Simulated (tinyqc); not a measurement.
Inside a calculation. Method: UHF in the sto-6g basis, for LiH+, spin multiplicity 2. One step of it, computed by the program tinyqc.

Question. Orthogonalisation. S = U s U^T; symmetric (Loewdin) form X = U s^(-1/2) U^T, so that X^T S X = 1.

overlap S, lower triangle:
```
           1Li 1s    1Li 2s   1Li 2px   1Li 2py   1Li 2pz     2H 1s
1Li 1s   1.000000
1Li 2s   0.235742  1.000000
1Li 2px  0.000000  0.000000  1.000000
1Li 2py  0.000000  0.000000  0.000000  1.000000
1Li 2pz  0.000000  0.000000  0.000000  0.000000  1.000000
2H 1s    0.052676  0.367394  0.000000  0.000000  0.486085  1.000000
```

Give: eigenvalues of S; X.

Answer.

eigenvalues of S: 0.3833  0.8048  1.0000  1.0000  1.1700  1.6418

X, lower triangle:
```
          1Li 1s   1Li 2s  1Li 2px  1Li 2py  1Li 2pz   2H 1s
1Li 1s    1.0221
1Li 2s   -0.1266   1.0944
1Li 2px   0.0000   0.0000   1.0000
1Li 2py   0.0000   0.0000   0.0000   1.0000
1Li 2pz  -0.0057   0.0948   0.0000   0.0000   1.1236
2H 1s     0.0108  -0.2477   0.0000   0.0000  -0.3240  1.1946
```
